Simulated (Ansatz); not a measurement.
The input, for Ansatz 0.2.0:

```yaml
crystal:
  periodic: [false, false, false]
  atoms:
    - {symbol: W, position_ang: [0.000000, -0.000119, 0.323103]}
    - {symbol: Si, position_ang: [0.000000, 0.004683, -1.911682]}
    - {symbol: H, position_ang: [0.000000, 1.130796, -2.905601]}
    - {symbol: H, position_ang: [0.000000, -1.239526, -2.758111]}
basis:
  gaussian: {orbitals: def2-SVP}
total_charge: 1
magnetization: {spin_polarized: false, initial_magnetization: 1}
correlation: {active_space: {ras: {orbitals: [5, 1, 45], electrons: 11, max_holes: 2, max_particles: 2}, fixed_orbitals: true}}
accuracy: high
```

```sh
$ ansatz run in.yaml --threads 1 --pin off --events-out ev --progress --plain --max-ram 2393MiB
```

Output:

```
1215 factors; integrals over basis functions are off by at most 3.9e-9 eV
mean field evaluation 1: about -9682.6724 eV, gradient 2.4e1 eV
mean field evaluation 2: about -9682.8030 eV, gradient 2.4e1 eV
mean field evaluation 4: about -9685.2878 eV, gradient 2.7e0 eV
mean field evaluation 8: about -9685.4119 eV, gradient 9.4e-1 eV
mean field evaluation 16: about -9685.4714 eV, gradient 6.1e-2 eV
mean field evaluation 32: about -9685.9046 eV, gradient 2.1e-1 eV
mean field evaluation 64: about -9685.9524 eV, gradient 4.5e-5 eV
mean field evaluation 96: about -9685.0436 eV, gradient 7.6e0 eV
mean field evaluation 128: about -9685.0233 eV, gradient 2.3e-1 eV
mean field evaluation 160: about -9685.6273 eV, gradient 1.3e0 eV
mean field evaluation 192: about -9685.8991 eV, gradient 1.3e-2 eV
mean field evaluation 224: about -9685.8978 eV, gradient 1.9e-1 eV
mean field evaluation 256: about -9685.9440 eV, gradient 5.5e-1 eV
mean field evaluation 288: about -9685.9108 eV, gradient 4.6e-5 eV
mean field evaluation 320: about -9685.9446 eV, gradient 2.5e-1 eV
mean field evaluation 352: about -9685.0458 eV, gradient 4.2e-1 eV
mean field evaluation 384: about -9684.3333 eV, gradient 9.9e0 eV
mean field evaluation 416: about -9685.8914 eV, gradient 2.6e-1 eV
mean field evaluation 448: about -9684.9152 eV, gradient 1.3e0 eV
mean field evaluation 480: about -9685.8532 eV, gradient 1.0e0 eV
mean field evaluation 512: about -9682.6794 eV, gradient 1.8e1 eV
mean field evaluation 544: about -9685.8966 eV, gradient 2.5e-1 eV
mean field evaluation 576: about -9685.9413 eV, gradient 7.2e-2 eV
mean field evaluation 608: about -9685.4693 eV, gradient 1.7e-1 eV
mean field evaluation 640: about -9685.4715 eV, gradient 1.7e-4 eV
mean field evaluation 672: about -9685.9080 eV, gradient 9.7e-3 eV
mean field evaluation 704: about -9685.8232 eV, gradient 6.1e0 eV
mean field -9685.95238271 eV, -355.9521846902 hartree, gradient 2.9e-8 eV, S^2 0.750000; 30 other end points of the search recorded, 0 dependent functions left out
reference -9685.95238271 eV, -355.9521846902 hartree; 15, 14 occupied and 45, 46 virtual orbitals, 1215 factors
state -9691.52973692 eV, -356.1571486771 hartree
Total energy: -9691.52973692 eV, -356.1571486771 hartree
```

Ran on 1 thread of Arm Neoverse V1, shared host: 32 s wall, 0.18 GiB peak host memory.
